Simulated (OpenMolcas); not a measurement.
## How basis sets differ on H2 (hydrogen)

H2: 2 atoms, total charge 0, spin state singlet. As SMILES, `[H][H]`. The coordinates come from a PBE0-D4/def2-TZVP relaxation.

```xyz
2

H     0.3193   -0.0992    0.1655
H    -0.3193    0.0992   -0.1655
```

Quantity: the vertical ionisation energy (to the doublet cation), in eV. The values are calculated.

| level | kind | program | value (eV) | CPU time (all runs) |
| --- | --- | --- | --- | --- |
| FCI/3-21G, open shells restricted | exact in the basis | OpenMolcas | 16.12 | 4.1 s |
| FCI/6-31G | exact in the basis | OpenMolcas | 16.15 | 5.3 s |
| FCI/6-31G** (spherical functions), open shells restricted | exact in the basis | OpenMolcas | 16.28 | 3.7 s |
| FCI/ANO-R1 (sfX2C) | exact in the basis | OpenMolcas | 16.23 | 7.1 s |

The values span 16.12 to 16.28 eV. High-level rows in very small sets aren't better than simpler rows in larger ones. CPU times are rough (shared hosts, several kinds of processor and program).
